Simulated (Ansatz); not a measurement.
`NCCN`: measurement beside calculation (Ansatz, PBE0-D4/def2-TZVP geometry).

Z-matrix (Å, degrees):
```
C
C 1 1.521
N 1 1.455 2 110.8
H 1 1.104 2 108.9 3 125.5
H 1 1.095 2 108.6 3 -118.7
N 2 1.452 1 115.9 3 -60.1
H 2 1.095 1 108.8 3 177.5
H 2 1.094 1 108.6 3 61.3
H 3 1.013 1 110.3 2 71.9
H 3 1.012 1 110.8 2 -170.3
H 6 1.013 2 111.4 1 -54.7
H 6 1.012 2 110.9 1 65.6
```

Measured: 2936 cm⁻¹ (CH2 asymmetric stretch, FTIR transmission); 2860 cm⁻¹ (CH2 symmetric stretch, FTIR transmission). Source: Trapping gases in metal-organic frameworks with a selective surface molecular barrier layer, 2016 (pmc:5159845).

Harmonic PBE0-D4 wavenumbers (cm⁻¹, unscaled): 150, 204, 313, 351, 496, 799, 830, 845, 894, 1011, 1075, 1141, 1187, 1204, 1339, 1382, 1385, 1416, 1472, 1492, 1650, 1658, 2947, 3046, 3071, 3096, 3521, 3531, 3610, 3612. Fundamentals include anharmonicity and usually lie a few per cent under these; harmonic values from spectra compare directly.
